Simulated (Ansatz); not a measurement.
Basis sets compared for [B(CN)H3]- (CH3BN⁻). Total charge -1; singlet. Geometry r2SCAN-D4/def2-TZVPD. Ansatz on 4 threads of Arm Neoverse V1 on a shared host; times are rough, and most runs start from earlier orbitals.

Cartesian coordinates in Å:
```
B -0.136 0.010 -0.502
C 0.276 -0.020 1.020
N 0.579 -0.043 2.143
H 0.775 -0.465 -1.171
H -0.339 1.171 -0.837
H -1.155 -0.653 -0.653
```

| level | functions | energy (Eh) | HOMO (eV) | LUMO (eV) | wall time |
| --- | --- | --- | --- | --- | --- |
| HF/STO-3G | 18 | -117.1722 | -2.97 | 17.05 | 0.05 s |
| PBE-D4/def2-SVPD | 84 | -119.3156 | -1.50 | 4.18 | 0.35 s |
| PBE0-D4/def2-SVPD | 84 | -119.3235 | -2.78 | 4.62 | 0.4 s |

Task: Estimate the rows for HF/def2-TZVPD, PBE-D4/def2-TZVPD, PBE0-D4/def2-TZVPD.

Result: 
```json
{"level": "HF/def2-TZVPD", "functions": "138", "energy (Eh)": "-118.8207", "HOMO (eV)": "-5.94", "LUMO (eV)": "4.63", "wall time": "0.35 s"}
{"level": "PBE-D4/def2-TZVPD", "functions": "138", "energy (Eh)": "-119.4464", "HOMO (eV)": "-1.54", "LUMO (eV)": "3.51", "wall time": "0.65 s"}
{"level": "PBE0-D4/def2-TZVPD", "functions": "138", "energy (Eh)": "-119.4536", "HOMO (eV)": "-2.81", "LUMO (eV)": "3.84", "wall time": "0.7 s"}
```
